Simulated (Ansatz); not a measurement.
# ClH4NSi: the cost of one run

Method: RKS LDA/6-31G*, in Ansatz 0.2.0.

## (1) The starting structure

Bond lengths: Si1–N2 2.020 Å, N2–H3 1.060 Å, N2–H4 1.060 Å, Si1–H5 1.660 Å, Si1–Cl6 2.128 Å, Si1–H7 1.459 Å. Angles: Si1–N2–H3 87.0°, Si1–N2–H4 151.6°, H3–N2–H4 120.0°, N2–Si1–H5 45.6°, N2–Si1–Cl6 122.7°, N2–Si1–H7 122.7°, H5–Si1–Cl6 121.5°, H5–Si1–H7 121.5°, Cl6–Si1–H7 109.5°.

Structure file:

```xyz
7

Si    0.0000    0.0000    0.0000
N     1.1383    0.0000    1.6687
H     0.2613   -0.2713    2.1987
H     2.0153    0.2713    2.1987
H     1.6341    0.0000    0.2923
Cl   -1.0032    1.7381   -0.7093
H    -0.6877   -1.1914   -0.4862
```

## (2) Pulling towards end A

Springs on the bonds that form and break draw the guess towards this end; the thresholds are loose.

input.yaml

```yaml
crystal:
  periodic: [false, false, false]
  atoms:
    - { symbol: Si, position_ang: [0.0, 0.0, 0.0] }
    - { symbol: "N", position_ang: [1.1383, 0.0, 1.6687] }
    - { symbol: H, position_ang: [0.2613, -0.2713, 2.1987] }
    - { symbol: H, position_ang: [2.0153, 0.2713, 2.1987] }
    - { symbol: H, position_ang: [1.6341, 0.0, 0.2923] }
    - { symbol: Cl, position_ang: [-1.0032, 1.7381, -0.7093] }
    - { symbol: H, position_ang: [-0.6877, -1.1914, -0.4862] }
basis:
  gaussian: { orbitals: "6-31G*" }
hamiltonian:
  xc: lda
relax:
  f_tol: 0.15
  max_steps: 25
  restrain:
    - { distance: [1, 4], at: 2.26, k: 30.0 }
    - { distance: [0, 1], at: 1.82, k: 30.0 }
    - { distance: [0, 4], at: 1.46, k: 30.0 }
```

Launch:

```
$ ansatz run input.yaml --threads 1 --pin off --max-ram 2048MiB --backend cpu --events-out ev --progress --plain --runs-dir out
```

**Question.** How long does this run take on 1 thread of Arm Neoverse V1, shared host, and how much memory does it need?

About 11 s, with a peak of 0.12 GiB.
